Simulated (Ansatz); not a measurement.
# CHO: the cost of one run

Program: Ansatz 0.2.0. Level of theory: unrestricted Hartree-Fock, Gaussian basis aug-cc-pV(T+d)Z, and further levels as typed in the inputs. These are calculated values, not measurements.

## Step 1: Starting point

Bond lengths: H1–C2 1.124 Å, C2–O3 1.176 Å. Angles: H1–C2–O3 91.3°.

Structure file:

```xyz
3

H     0.9500    0.6000    0.0000
C     0.0000    0.0000    0.0000
O    -0.6500    0.9800    0.0000
```

## Step 2: Relaxing the atoms: CHO

input.yaml

```yaml
relax:
  f_tol: 0.001
  max_steps: 200
crystal:
  periodic: [false, false, false]
  atoms:
    - { symbol: H, position_ang: [0.95, 0.6, 0.0] }
    - { symbol: C, position_ang: [0.0, 0.0, 0.0] }
    - { symbol: O, position_ang: [-0.65, 0.98, 0.0] }
magnetization:
  spin_polarized: true
  initial_magnetization: 1
basis:
  gaussian: { orbitals: "aug-cc-pV(T+d)Z.json" }
hamiltonian:
  xc: hf
```

The run is started by

```
$ ansatz run input.yaml --threads 4 --pin off --max-ram 6144MiB --backend cpu --events-out ev --progress --plain --runs-dir out
```

Q: Estimate wall time and peak memory on 4 threads of AMD EPYC 7R43 (Zen 3), shared host.

About 3.4 s, with a peak of 0.19 GiB.
